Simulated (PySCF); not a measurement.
**ClF⁺: one state, many levels of theory**

State: ²Π (doublet), unpaired electrons π ↑. Set-up: basis Cl def2-SVPD, F def2-SVPD; no relativity; PySCF 2.14. De refers to Cl⁺ + F in their high-spin ground configurations, without counterpoise correction. The functionals are run spin-unrestricted. A positive dipole points towards F; it is taken about the centre of mass and depends on that origin. Levels whose curve was spin-contaminated or gave no clean fit are not listed.

| Level | Re (Å) | ωe (cm⁻¹) | De (eV) | μ (D) |
| --- | --- | --- | --- | --- |
| UHF-CCSD(T) | 1.586 | 857 | 2.13 | n/a |
| LDA | 1.565 | 923 | 4.43 | -1.65 |
| PBE | 1.587 | 875 | 3.42 | -1.68 |
| r²SCAN | 1.570 | 913 | 2.91 | -1.74 |
| PBE0 | 1.554 | 958 | 2.72 | -1.84 |
| MN15 | 1.543 | 982 | 2.82 | -1.82 |
| M06-2X | 1.544 | 993 | 2.56 | -1.94 |
| ωB97X | 1.551 | 977 | 2.74 | -1.85 |

The bond length runs from 1.543 Å (MN15) to 1.587 Å (PBE). De spans 2.13 eV (UHF-CCSD(T), coupled cluster) to 4.43 eV (LDA, local density).

Correlated steps freeze 6 core orbitals. Correlated levels converge slowly with the basis: in double zeta they bind strong bonds too weakly, by up to about 1 eV, and carry superposition errors of some tenths. For an ion De counts to the pair picked by the measured ionisation energies or electron affinities, which need not be the lowest pair at this level. Counting both spins, an empty level lies below a filled one in some of these solutions, because spin and occupation are held. The state is the lowest determinant that a PBE0 search found; another state may lie lower at other levels.

The whole job (state search and all levels along the bond) took about 2.5 min on 1 thread of Arm Neoverse V1 (shared host), peak memory 0.58 GiB.
